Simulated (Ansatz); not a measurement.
**HfSiO4: a prediction, then the measurements**

Method: DFT PBE, scalar-relativistic, plane waves, PAW (Ansatz 0.2.0).

Plane waves to 420 eV, a k mesh through Γ of 6×6×6 on the computed 12-atom cell and Gaussian smearing (0.02 eV); no spin polarisation.

Relaxed structure, symmetry kept:

Space group I4_1/amd:1 (No. 141). a = 6.645 Å, b = 6.645 Å, c = 6.014 Å, α = 90.00°, β = 90.00°, γ = 90.00°
```csv
atom,site,symmetry,x,y,z
Hf,4a,-4m2,0.0000,0.5000,0.2500
Si,4b,-4m2,0.5000,0.0000,0.2500
O,16h,.m.,0.5000,0.3158,0.8189
```

* Space group: I4_1/amd (No. 141)
* Volume per atom: 74.7 bohr³
* Formation energy from the elements' standard states (uncorrected): -3.138 eV/atom
* Kohn–Sham band gap: 5.31 eV
* Löwdin character of the top 1 eV of the valence band: O 2p 95 %
* Löwdin character of the lowest 1 eV of the conduction band: Hf 5d 77 %, O 2p 10 %

Spin-orbit coupling is left out, which matters for the bands of heavy elements.

**Experimental background.**

“The physical and mechanical properties of hafnium orthosilicate: experiments and first-principles calculations”, 2020, arxiv:2003.07546 reports, for a ceramic of HfSiO4 at 300 K: lattice constant a 6.571 Å; lattice constant c 5.972 Å.

Measured lattice constant a of HfSiO4: 6.571 Å (300 K; ceramic; the paper above). This calculation gives 6.645 Å (+1.1 %). 2 values of this kind are on record (6.571 to 6.5725 Å); this one was drawn at random. A measured lattice constant c of HfSiO4 is 5.972 Å (300 K; ceramic; the paper above); the calculated 6.014 Å misses it by +0.7 %. 2 values of this kind are on record (5.9632 to 5.972 Å); this one was drawn at random. The calculation is for 0 K without zero-point motion.

Cost: 1 run of about 1.7 core-minutes, on Arm Neoverse V1 (shared hosts).